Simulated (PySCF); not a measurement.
A GIAO shielding run with PySCF (density fitting, non-relativistic, gas phase) on SMILES [C@H]1(C)CC=C1Cl, C₅H₇Cl:

```
{"job": {"kind": "nmr", "xc": "BHandHLYP", "basis": "pcSseg-1", "pop": false}, "charge": 0, "multiplicity": 1}
C      1.459149    -0.705507     0.249450
C      0.277100    -0.125023    -0.498416
C     -1.155369    -0.452827     0.037078
C     -1.331976     1.031833     0.265248
C     -0.101707     1.300696    -0.190896
Cl     0.815424     2.733947    -0.383602
H      1.550110    -1.787858     0.070336
H      1.356168    -0.542471     1.333848
H      2.396644    -0.228210    -0.074955
H      0.371760    -0.312355    -1.582098
H     -1.831483    -0.906770    -0.706156
H     -1.156604    -1.075875     0.946699
H     -2.151185     1.642410     0.646811
```

Hardware: 1 thread of an Arm Neoverse V2, shared host. The job also computes ring-centre shieldings.

Question: How large is the calculation?

Answer: 54 electrons, 144 basis functions and 766 auxiliary functions.

Question: How long does it take?

Answer: 12 s of wall time, with 12 SCF cycles and 6 response iterations. Times on a shared host scatter by some tens of per cent.

Question: And these other runs on the same molecule and hardware: GIAO shielding at BLYP/pcSseg-1; GIAO shielding at BP86/pcSseg-1; GIAO shielding at HF/pcSseg-1; GIAO shielding at LDA/pcSseg-1; GIAO shielding at OPBE/pcSseg-1; GIAO shielding at PBE/pcSseg-1?

Answer: BLYP/pcSseg-1: 144 functions, 16 s; BP86/pcSseg-1: 144 functions, 16 s; HF/pcSseg-1: 144 functions, 4.8 s; LDA/pcSseg-1: 144 functions, 13 s; OPBE/pcSseg-1: 144 functions, 17 s; PBE/pcSseg-1: 144 functions, 17 s.
